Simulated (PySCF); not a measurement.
Input of a driver script around PySCF for `FC1(F)C=CC1`, coordinates in Å (PBE0-D3(BJ)/def2-SVP geometry):
```
{"job": {"kind": "eom", "basis": "aug-cc-pVDZ", "nee": 0}, "charge": 0, "multiplicity": 1}
F     -1.831990    -0.788329     0.358272
C     -0.743201    -0.404422    -0.340869
F     -1.056273    -0.537067    -1.646554
C      0.563772    -1.018419     0.086309
C      1.069166     0.175091     0.429127
C     -0.162938     0.974381     0.055931
H      0.928575    -2.047022     0.099427
H      2.033869     0.484418     0.838834
H     -0.054933     1.674543    -0.787010
H     -0.696742     1.464128     0.885123
```

Question: What does the run print?

Answer: 
```
E(HF) = -352.6649938803
E(MP2) = -353.6110921587
E(CCSD) = -353.6466908072
T1 diagnostic = 0.0127

EOM-IP-CCSD (eV)   Koopmans (eV)
  10.6296      10.6592
  11.6476      13.0549
  12.6876      13.9788
  13.7606      15.2402
  14.1181      15.9654
  14.8859      17.0691
  15.4640      18.0079
  16.1742      18.5222
```

Theory: CCSD and EOM-CCSD/aug-cc-pVDZ in PySCF, restricted Hartree–Fock reference, frozen core, non-relativistic, gas phase, PBE0-D3(BJ)/def2-SVP geometry. Each EOM-IP line stands beside −ε of the orbital with the largest one-hole amplitude.

Question: What correlation energies follow, and how does the T1 diagnostic stand?

Answer: MP2 -0.94610 Eh, CCSD -0.98170 Eh; CCSD lies 35.6 mEh below MP2. T1 = 0.0127, below the customary warning level of 0.02.

Question: Which orbital leads each EOM-IP root, and how large is the one-hole share of its vector?

Answer: 10.63 eV: HOMO, one-hole share 0.97; 11.65 eV: HOMO-1, one-hole share 0.96; 12.69 eV: HOMO-2, one-hole share 0.96; 13.76 eV: HOMO-3, one-hole share 0.95; 14.12 eV: HOMO-4, one-hole share 0.95; 14.89 eV: HOMO-5, one-hole share 0.95; 15.46 eV: HOMO-6, one-hole share 0.95; 16.17 eV: HOMO-7, one-hole share 0.94.
